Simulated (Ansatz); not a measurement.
How basis sets differ on Si3H8 (trisilane)

The species is Si3H8 (11 atoms), meant as a singlet with charge 0. SMILES: `[SiH3][SiH2][SiH3]`. The shape is that of a PBE0-D4/def2-TZVP optimisation.

Quantity: the HOMO–LUMO gap, in eV. The values are calculated.

```csv
level,kind,program,value (eV)
PBE/pcseg-0,GGA,Ansatz,6.91
PBE/6-31G* (spherical functions),GGA,Ansatz,6.25
PBE/pcseg-1,GGA,Ansatz,6.23
PBE/pcseg-2,GGA,Ansatz,5.97
```

The values span 5.97 to 6.91 eV. Orbital gaps aren't excitation energies.
